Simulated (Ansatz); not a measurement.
Born–Oppenheimer molecular dynamics of CH₇NSi (10 atoms, charge 0, multiplicity 1). It starts from a relaxed structure.

These are results of RKS BLYP/def2-mTZVP in Ansatz, not measurements.

```yaml
ensemble: NVT, Nosé–Hoover chain
time_step: 0.5 fs
steps_asked: 166
set_temperature: 2000 K
thermostat: time constant 20 fs, chain length 5
seed: 486345
```

Frames 5 fs apart, positions in Å, forces in eV/Å.

Velocities at 20.0 fs (Å/ps):

```
Si 2.43 0.28 -0.21
C 2.43 1.32 1.35
H 9.99 28.35 27.93
H 9.68 12.31 -29.97
H 7.83 -8.89 18.95
H 8.20 38.32 30.21
H -27.41 -24.09 25.78
N -10.94 -4.85 -9.36
H 72.18 -46.05 -31.44
H -25.15 43.74 78.26
```

```xyz
10
Properties=species:S:1:pos:R:3:forces:R:3 time_fs=20.0 energy_less_start_eV=1.160 T=1427
Si -0.100 -0.061 0.030 -0.39 0.58 0.00
C 0.116 0.040 1.916 -0.56 -2.68 1.08
H -1.073 -0.013 2.327 3.32 0.70 -0.52
H 0.629 -1.032 2.336 -1.08 2.87 -0.81
H 0.824 0.942 2.118 -1.56 -1.34 0.33
H 1.199 0.429 -0.618 -0.40 -0.23 0.05
H -1.232 0.841 -0.187 -0.13 0.73 -0.41
N -0.791 -1.574 -0.576 1.06 -0.39 -0.37
H -1.141 -1.614 -1.543 -0.42 0.64 0.26
H 0.011 -2.198 -0.672 0.17 -0.87 0.38
10
Properties=species:S:1:pos:R:3:forces:R:3 time_fs=25.0 energy_less_start_eV=1.527 T=1399
Si -0.092 -0.055 0.029 -2.41 1.66 -0.02
C 0.122 0.027 1.927 0.21 1.83 -3.99
H -0.731 0.180 2.425 -3.65 -0.01 1.89
H 0.608 -0.785 2.166 2.38 -4.74 2.09
H 0.743 0.808 2.238 1.37 1.73 0.02
H 1.188 0.588 -0.470 -0.26 -0.42 -0.43
H -1.356 0.797 -0.106 0.79 0.35 -0.45
N -0.843 -1.594 -0.626 3.67 -0.98 0.92
H -0.807 -1.773 -1.670 0.04 0.48 1.14
H 0.003 -2.205 -0.226 -2.13 0.10 -1.17
10
Properties=species:S:1:pos:R:3:forces:R:3 time_fs=30.0 energy_less_start_eV=1.647 T=1535
Si -0.104 -0.035 0.028 -2.66 0.57 0.27
C 0.135 0.018 1.903 1.32 -0.40 4.25
H -0.727 0.338 2.733 1.26 -1.75 -2.32
H 0.790 -0.992 2.271 -1.90 2.28 -0.48
H 0.826 0.867 2.319 -0.39 -1.12 -1.53
H 1.121 0.665 -0.411 0.33 -0.32 -0.71
H -1.324 0.845 -0.129 0.52 0.24 -0.37
N -0.849 -1.624 -0.663 2.75 0.21 2.20
H -0.458 -1.832 -1.598 -0.11 -0.07 0.14
H -0.324 -2.296 0.017 -1.14 0.35 -1.46
10
Properties=species:S:1:pos:R:3:forces:R:3 time_fs=35.0 energy_less_start_eV=0.649 T=2724
Si -0.138 -0.009 0.029 -0.92 -1.26 0.77
C 0.174 0.000 1.935 0.07 -0.08 0.23
H -0.622 0.172 2.678 -0.40 0.12 -0.59
H 0.669 -0.881 2.336 0.28 -0.57 -0.23
H 0.904 0.791 2.113 0.17 0.40 0.00
H 1.107 0.655 -0.508 -0.03 -0.70 -0.35
H -1.181 0.968 -0.244 -0.49 0.46 -0.17
N -0.806 -1.645 -0.679 1.40 1.13 0.94
H -0.120 -1.909 -1.423 -0.71 -0.55 0.64
H -0.943 -2.413 0.051 0.61 1.05 -1.24
10
Properties=species:S:1:pos:R:3:forces:R:3 time_fs=40.0 energy_less_start_eV=1.012 T=2498
Si -0.184 0.008 0.036 -0.42 -1.45 -0.42
C 0.225 -0.010 1.964 -0.76 -1.65 -0.74
H -0.728 0.034 2.569 0.98 1.20 -0.34
H 0.644 -0.982 2.398 0.11 1.01 -1.06
H 1.003 0.771 1.880 -0.48 0.20 1.41
H 1.087 0.486 -0.690 -0.38 -0.66 0.25
H -1.104 1.168 -0.391 0.07 -0.70 0.56
N -0.744 -1.643 -0.683 -0.30 0.20 1.31
H 0.080 -2.103 -1.118 -0.74 -0.15 0.36
H -1.375 -2.368 -0.120 1.90 1.99 -1.32
10
Properties=species:S:1:pos:R:3:forces:R:3 time_fs=45.0 energy_less_start_eV=1.054 T=2506
Si -0.233 0.013 0.040 1.19 -1.98 -0.86
C 0.267 -0.035 1.959 -1.49 -0.67 -0.17
H -0.798 0.159 2.524 2.80 -0.15 -0.68
H 0.744 -1.082 2.327 -1.03 2.39 -0.90
H 1.023 0.812 1.945 -0.83 -0.72 0.99
H 0.995 0.172 -0.821 0.17 0.26 0.48
H -1.031 1.232 -0.425 -0.24 -0.71 0.54
N -0.669 -1.628 -0.670 -0.20 1.36 0.47
H 0.100 -2.327 -0.715 -0.84 0.51 0.12
H -1.607 -2.015 -0.527 0.46 -0.29 0.02
10
Properties=species:S:1:pos:R:3:forces:R:3 time_fs=50.0 energy_less_start_eV=1.693 T=1887
Si -0.271 0.001 0.037 3.55 -1.65 0.28
C 0.285 -0.059 1.933 0.39 2.88 -3.86
H -0.490 0.307 2.453 -3.67 -0.15 2.64
H 0.750 -0.935 2.129 0.97 -3.01 1.14
H 0.924 0.757 2.225 1.39 0.53 -0.58
H 0.943 -0.078 -0.844 0.64 1.34 0.46
H -1.030 1.158 -0.348 -1.07 0.46 -0.19
N -0.600 -1.588 -0.656 -4.00 -1.00 -0.22
H -0.083 -2.430 -0.286 -0.95 0.99 -0.39
H -1.684 -1.769 -0.853 2.74 -0.39 0.71
10
Properties=species:S:1:pos:R:3:forces:R:3 time_fs=55.0 energy_less_start_eV=1.892 T=1700
Si -0.281 -0.022 0.036 2.81 1.62 -0.01
C 0.299 -0.035 1.864 -0.50 -0.38 3.90
H -0.628 0.306 2.708 1.90 -1.79 -2.16
H 0.834 -1.165 2.117 -1.72 2.87 -0.35
H 1.026 0.729 2.360 -0.51 -1.00 -1.75
H 1.020 -0.024 -0.758 0.01 1.52 0.36
H -1.230 1.129 -0.288 0.15 -0.58 0.09
N -0.577 -1.562 -0.635 -0.72 -1.68 1.02
H -0.471 -2.331 0.054 -0.40 0.13 -0.65
H -1.428 -1.628 -1.150 -1.04 -0.70 -0.46
10
Properties=species:S:1:pos:R:3:forces:R:3 time_fs=60.0 energy_less_start_eV=1.263 T=2321
Si -0.268 -0.033 0.036 1.73 3.36 0.11
C 0.297 -0.017 1.853 -1.75 1.61 -2.00
H -0.445 -0.051 2.575 -2.13 1.12 1.59
H 0.613 -0.928 2.059 2.29 -4.99 0.36
H 1.109 0.575 2.155 0.97 1.55 0.08
H 1.093 0.364 -0.592 -0.93 0.29 -0.11
H -1.414 0.994 -0.214 0.71 -0.48 0.07
N -0.570 -1.567 -0.604 -3.25 -2.97 -0.59
H -0.957 -2.154 0.210 0.45 0.34 -1.56
H -1.325 -1.640 -1.421 1.92 0.18 2.05
10
Properties=species:S:1:pos:R:3:forces:R:3 time_fs=65.0 energy_less_start_eV=1.402 T=2150
Si -0.239 -0.018 0.036 0.80 1.59 0.26
C 0.279 0.000 1.830 0.46 -4.58 1.58
H -0.552 -0.232 2.646 1.58 1.86 -1.08
H 0.676 -1.198 1.973 -0.16 2.63 -0.64
H 1.244 0.620 1.923 -1.79 -0.54 0.85
H 0.970 0.822 -0.453 -0.69 -0.82 -0.61
H -1.466 0.766 -0.131 -0.39 0.64 -0.17
N -0.605 -1.614 -0.567 0.39 -0.25 1.12
H -1.360 -1.934 0.060 0.14 -0.39 -0.33
H -0.958 -1.646 -1.501 -0.34 -0.13 -0.98
10
Properties=species:S:1:pos:R:3:forces:R:3 time_fs=70.0 energy_less_start_eV=1.228 T=2273
Si -0.205 0.012 0.038 -2.50 0.70 0.30
C 0.273 -0.056 1.821 -0.04 -2.61 0.07
H -0.502 -0.036 2.635 0.79 0.15 -0.71
H 0.771 -1.092 1.785 -0.44 0.94 0.77
H 1.084 0.626 1.881 0.68 0.97 0.94
H 0.701 1.105 -0.455 0.34 -0.82 -0.85
H -1.567 0.656 -0.078 0.14 0.35 -0.03
N -0.635 -1.670 -0.518 -0.68 0.44 -2.85
H -1.669 -1.762 -0.227 1.58 0.08 -0.50
H -0.692 -1.680 -1.649 0.13 -0.21 2.88
10
Properties=species:S:1:pos:R:3:forces:R:3 time_fs=75.0 energy_less_start_eV=1.594 T=1870
Si -0.192 0.047 0.042 -3.77 -0.17 -0.12
C 0.272 -0.137 1.807 2.20 3.27 -0.02
H -0.391 0.231 2.590 -0.87 -1.67 0.23
H 0.919 -0.998 1.752 -0.15 -0.86 1.45
H 0.975 0.750 2.019 0.13 -0.92 -0.63
H 0.497 1.190 -0.647 0.60 -0.75 -0.43
H -1.640 0.634 -0.034 0.71 -0.02 0.15
N -0.674 -1.715 -0.499 0.65 2.17 1.18
H -1.690 -1.602 -0.590 -0.09 -0.20 0.01
H -0.354 -1.783 -1.431 0.59 -0.85 -1.82
```

Of the whole run (83 fs, mean temperature of the second half 2022 K): The conserved energy stayed within 2.5 meV per atom of its start (net change 0.82 meV per atom), so the integration is sound. A run of 0.083 ps of so small a system gives no equilibrium averages.

Time of the run: 2.7 min on 2 threads of Arm Neoverse V2 (shared host), peak memory 0.14 GiB.
